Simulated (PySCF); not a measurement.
Compound: CH5AlO.
Z-matrix (Å and degrees, PBE0-D3(BJ)/def2-SVP geometry), rows numbered from 1:
```
C 
O   1  1.3875
Al  2  1.6964  1  140.02
H   1  1.1069  2  113.03  3     3.38
H   1  1.1047  2  110.69  3  -117.32
H   1  1.1044  2  110.58  3   124.11
H   3  1.5888  2  119.33  1    -0.10
H   3  1.5802  2  115.84  1   179.89
```

Level of theory: MP2 and CCSD/aug-cc-pVDZ in PySCF, restricted Hartree–Fock reference, 7 core orbitals frozen, non-relativistic, gas phase, PBE0-D3(BJ)/def2-SVP geometry.

E(HF) = -357.59636 Eh.

Task: How large is the problem?

Result: 118 basis functions and 32 electrons; 7 orbitals frozen, which leaves o = 9 correlated occupied and v = 102 virtual orbitals. That is o·v = 918 singles and o·v(o·v + 1)/2 = 421821 distinct closed-shell doubles amplitudes before symmetry; the costliest CCSD step grows as o²v⁴ = 8.8 × 10^9.

Task: What are the MP2 and CCSD correlation energies?

Result: MP2 -0.4218 Eh and CCSD -0.4577 Eh, which gives totals of -358.01819 and -358.05411 Eh. That is 0.692 eV for each correlated electron at CCSD (1202 kJ/mol in all, 0.128 % of the total energy); MP2 gives 92.2 % of the CCSD value.

Task: What is the T1 diagnostic?

Result: 0.0140, below the customary warning level of 0.02. It is the norm of the spatial-orbital singles amplitudes over the root of the number of correlated electrons, so the norm is 0.059.

Task: How does correlation change the dipole moment?

Result: HF gives 0.85 D and CCSD (unrelaxed density) 0.81 D, a change of -0.04 D; the two vectors are 10° apart.

Connected triples and the basis-set limit are missing.

The job also held the EOM ionisation and excitation roots. Time: 7.9 min. Hardware: one thread, x86-64 server, no GPU, shared host.

One conformer stands for the species.
